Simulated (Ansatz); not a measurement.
Compare A (`C=CCOC=C`) with its isomer B (`C=C(C)C(C)=O`).

Isolated molecules relaxed with PBE0-D4/def2-TZVP in Ansatz; ΔE leaves out vibrations. CCSD(T)/CBS adds triple-zeta CCSD(T) − MP2 to the extrapolated MP2 energy (def2 sets, frozen cores). DFT in def2-TZVPP. B3LYP here is the variant with VWN-RPA as its local correlation; programs differ in this. One conformer a species, not always the lowest.

A:

```xyz
14

C    -2.2802    1.4478    0.3634
C    -1.5588    0.6680   -0.4265
C    -0.3623   -0.0896    0.0267
O     0.7027    0.1731   -0.8688
C     1.8600   -0.4660   -0.6260
C     2.1402   -1.3124    0.3608
H    -3.1677    1.9542    0.0033
H    -2.0106    1.6050    1.4031
H    -1.8375    0.5300   -1.4680
H    -0.5680   -1.1698    0.0264
H    -0.0783    0.1982    1.0462
H     2.5983   -0.1981   -1.3746
H     1.4311   -1.5991    1.1250
H     3.1311   -1.7413    0.4089
```

B:

Z-matrix (Å, degrees):
```
C
C 1 1.492
H 1 1.092 2 110.6
H 1 1.090 2 111.1 3 -121.4
H 1 1.092 2 110.6 3 117.2
C 2 1.493 1 115.6 3 -58.7
C 2 1.333 1 123.3 3 121.3
C 6 1.507 2 119.7 1 180.0
O 6 1.211 2 119.6 1 -0.0
H 7 1.083 2 122.2 1 180.0
H 7 1.085 2 121.2 1 0.0
H 8 1.093 6 111.0 2 59.8
H 8 1.088 6 108.6 2 -179.9
H 8 1.092 6 111.0 2 -59.6
```

Task: Which is lower in electronic energy at CCSD(T)/CBS, and by how much? (An estimate is asked.)

Result: Ansatz gave: B, by 118.4 kJ/mol.

Task: Give E(B) − E(A) in kJ/mol with MP2/def2-TZVPP, HF/def2-TZVPP, CCSD(T)/def2-TZVPP, PBE-D4, B3LYP, ωB97M-V, B3LYP-D4. (Best estimate.)

Result: Computed: MP2/def2-TZVPP -128.0, HF/def2-TZVPP -115.7, CCSD(T)/def2-TZVPP -120.2, PBE-D4 -122.1, B3LYP -114.0, ωB97M-V -119.2, B3LYP-D4 -118.1. None reverses the order clearly.

Largest T1 diagnostic: 0.013.

The D4 term adds −4.2 kJ/mol with B3LYP and −2.1 kJ/mol with PBE0; it sums over pairs of atoms, weighted by their polarisabilities, and B3LYP, whose exchange is more repulsive, gets the larger term. In def2-TZVPP, CCSD(T) changes the Hartree–Fock value by −4.5 kJ/mol (the triples alone add −1.6 kJ/mol) and MP2 by −12.2 kJ/mol.
